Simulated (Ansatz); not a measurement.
# InBr3: reading failed and doubtful runs

3 inputs were typed for InBr3. Each is run as it stands; the log then has to tell whether the result can be used.

Computed with Ansatz 0.2.0, Gaussian basis. Level: the settings change from run to run.

## Step 1: The geometry

The geometry comes from an earlier relaxation with PBE0-D4/def2-SVP; it is a stationary point. In takes a core potential in def2 sets; no spin-orbit term is included.

4 atoms, charge 0, spin multiplicity 1.

Atoms are counted from 1 here; the program's logs count them from 0.

Bond lengths: In1–Br2 2.457 Å, In1–Br3 2.458 Å, In1–Br4 2.458 Å. Angles: Br2–In1–Br3 120.0°, Br2–In1–Br4 120.0°, Br3–In1–Br4 120.0°.

Geometry (Å):

```
In    0.0001    0.0000    0.0000
Br    2.4574   -0.0270    0.0127
Br   -1.2053    2.1415   -0.0170
Br   -1.2522   -2.1145    0.0043
```

## Step 2: Attempt 1

Input file in.yaml:

```yaml
crystal:
  periodic: [false, false, false]
  atoms:
    - {symbol: In, position_ang: [0.000071, 0.000004, 0.000027]}
    - {symbol: Br, position_ang: [2.457386, -0.026993, 0.012658]}
    - {symbol: Br, position_ang: [-1.205298, 2.141533, -0.017018]}
    - {symbol: Br, position_ang: [-1.252159, -2.114533, 0.004333]}
basis:
  gaussian: {orbitals: def2-SVP, fitting: {mean_field: cc-pVTZ-jkfit}}
hamiltonian: {xc: {name: HF}}
correlation: {method: rpa}
scf: {omitted_lower_state_checks: [starts]}
```

Run with:

```bash
ansatz run in.yaml --threads 2 --pin off --events-out ev --progress --plain --max-ram 4352MiB
```

Output:

```text
Functional definition: HF
  name "HF"
  cite "Fock, Z. Phys. 61, 126 (1930) doi:10.1007/BF01340294"
  parent pbe
  exchange = exact_x
  correlation = 0
these checks for a lower state are left out or cut short: starts
Error: <dir> the basis set cc-pVTZ-JKFIT has no functions for In
```

Wall time 0.05 s (2 threads of Arm Neoverse V2, shared host).

Diagnosis: The program refused the input. The fitting set named has no entry for an element of this molecule. Cure: leave the fitting key out, or name a set that covers all elements and suits the basis.

## Step 3: Attempt 2

Input file in.yaml:

```yaml
crystal:
  periodic: [false, false, false]
  atoms:
    - {symbol: In, position_ang: [0.000080, 0.000004, 0.000030]}
    - {symbol: Br, position_ang: [2.752273, -0.030233, 0.014177]}
    - {symbol: Br, position_ang: [-1.349934, 2.398516, -0.019060]}
    - {symbol: Br, position_ang: [-1.402419, -2.368277, 0.004853]}
basis:
  gaussian: {orbitals: def2-TZVPP}
magnetization: {spin_polarized: true, initial_magnetization: 1}
hamiltonian: {xc: {name: r2SCANh}, dispersion: d3bj}
scf: {lower_state_search: full}
output: {forces: true}
```

Launched as before.

Output:

```text
Error: a molecule whose nuclei and cores have a total charge of 126 cannot have a net charge of 0 together with 1 unpaired electrons
```

It took 0.05 s on 2 threads of Arm Neoverse V2, shared host.

Diagnosis: The program refused the input. The number of unpaired electrons doesn't fit the electron count. Its coordinates are also moved off the relaxed structure. Fix: make charge and initial_magnetization agree: an even electron count takes an even number of unpaired electrons.

## Step 4: Attempt 3

Input file in.yaml:

```yaml
crystal:
  periodic: [false, false, false]
  atoms:
    - {symbol: In, position_ang: [0.000071, 0.000004, 0.000027]}
    - {symbol: Br, position_ang: [2.457386, -0.026993, 0.012658]}
    - {symbol: Br, position_ang: [-1.205298, 2.141533, -0.017018]}
    - {symbol: Br, position_ang: [-1.252159, -2.114533, 0.004333]}
basis:
  gaussian: {orbitals: def2-mTZVP}
total_charge: 1
magnetization: {spin_polarized: true, initial_magnetization: 2}
hamiltonian: {xc: {name: PBE-QIDH}, pseudopotentials: {relativity: scalar}}
scf: {omitted_lower_state_checks: [starts]}
output: {forces: true}
```

Same command.

Output:

```text
Error: a molecule whose nuclei and cores have a total charge of 126 cannot have a net charge of 1 together with 2 unpaired electrons
```

Wall time 0.05 s (2 threads of Arm Neoverse V2, shared host).

Diagnosis: The program refused the input. The number of unpaired electrons doesn't fit the electron count. To mend it, make charge and initial_magnetization agree: an even electron count takes an even number of unpaired electrons.

## Step 5: Summary

```csv
attempt,level,ended,cause,time
1,RPA/def2-SVP,refused,the fitting set named has no entry for an element of this molecule,0.05 s
2,r2SCANh/def2-TZVPP,refused,the number of unpaired electrons doesn't fit the electron count,0.05 s
3,PBE-QIDH/def2-mTZVP,refused,the number of unpaired electrons doesn't fit the electron count,0.05 s
```

In words: 3 refused. A refusal costs next to no computing time.
